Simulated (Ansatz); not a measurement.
# CH₂BN: basis-set convergence

One table from this session's results is given with a row withheld; the runs are named, their logs left out.

Method: one geometry, several basis sets; program: Ansatz 0.2.0, Gaussian basis.

The runs, in order: PBE0-D4/def2-SVP; ωB97M-V/def2-SVP; PBE0-D4/def2-QZVPP; ωB97M-V/def2-QZVPP; CCSD(T)/cc-pV(D+d)Z; CCSD(T)/cc-pV(T+d)Z; CCSD(T)/cc-pV(Q+d)Z; the functionals' def2-TZVPP values are taken from earlier runs.

**The relaxed structure**

All runs share one geometry, relaxed beforehand with PBE0-D4 in a triple-zeta def2 set.

SMILES `BC#N`, 5 atoms, charge 0, spin multiplicity 1.

Atoms are counted from 1 here; the program's logs count them from 0.

Bond lengths: B1–C2 1.522 Å, B1–H4 1.189 Å, B1–H5 1.189 Å, C2–N3 1.154 Å. Angles: C2–B1–H4 118.9°, C2–B1–H5 118.9°, H4–B1–H5 122.2°, B1–C2–N3 180.0°.

Set-up of the first run:

The input, in.yaml:

```yaml
crystal:
  periodic: [false, false, false]
  atoms:
    - {symbol: B, position_ang: [-0.219243, 0.441271, -0.341932]}
    - {symbol: C, position_ang: [0.352681, -0.696660, 0.490720]}
    - {symbol: N, position_ang: [0.786488, -1.559643, 1.122162]}
    - {symbol: H, position_ang: [-0.744252, 0.187407, -1.377635]}
    - {symbol: H, position_ang: [-0.125875, 1.554025, 0.065284]}
basis:
  gaussian: {orbitals: def2-SVP}
hamiltonian: {xc: pbe0, dispersion: d4}
output: {orbitals: {seedname: orbitals}}
```

Steps of the session up to this table: PBE0-D4 in def2-SVP; ωB97M-V in def2-SVP; PBE0-D4 in def2-QZVPP; ωB97M-V in def2-QZVPP.

One of the session's tables, all rows but one given; the rest of the session is left out.

It belongs to the step «Functionals by basis». 

| functional | basis | HOMO (eV) | LUMO (eV) |
| --- | --- | --- | --- |
| PBE0-D4 | def2-SVP | -9.68 | -3.27 |
| PBE0-D4 | def2-TZVPP | -9.75 | -3.35 |
| PBE0-D4 | def2-QZVPP | -9.76 | -3.37 |
| ωB97M-V | def2-SVP | -11.93 | -1.10 |
| ωB97M-V | def2-TZVPP | ? | ? |
| ωB97M-V | def2-QZVPP | -12.05 | -1.29 |

**Question.** Estimate the row for ωB97M-V, def2-TZVPP.

As computed: HOMO (eV): -12.04; LUMO (eV): -1.27. In the column «HOMO (eV)» it lies between ωB97M-V, def2-QZVPP (-12.05) and ωB97M-V, def2-SVP (-11.93).
